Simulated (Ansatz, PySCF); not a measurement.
Molecule: trichloroborane, BCl3, net charge 0, singlet state. 
Coordinates optimised at B3LYP-D3(BJ)/def2-TZVP (Ansatz, an electronic-structure program):
```
B
Cl 1 1.7452
Cl 1 1.7452 2 120.00
Cl 1 1.7452 2 120.00 3 -180.00
```


Wanted: enthalpy of formation at 298 K (from the atomisation energy, B3LYP-D3(BJ)/def2-TZVP harmonic zero-point and thermal terms from PySCF, and the atoms' enthalpies of formation in the G2/97 table, which holds older values for B and Si; no spin-orbit terms, and no core term in the frozen-core levels), in eV. Correlated levels leave the core frozen unless marked. UHF or UKS for open shells. Spin-orbit coupling is left out. No relativistic terms. The coupled-cluster limit lacks core correlation, which all-electron functionals hold. CBS(X,Y): correlation extrapolated as X^-3; Hartree-Fock from the larger set.

```csv
level,program,enthalpy of formation at 298 K (eV)
HF/aug-cc-pV(D+d)Z,Ansatz,-0.68
HF/cc-pV(Q+d)Z,Ansatz,-0.78
```

Predict the CCSD(T)/CBS(cc-pV(T+d)Z,cc-pV(Q+d)Z) result (Ansatz).

-4.21 eV
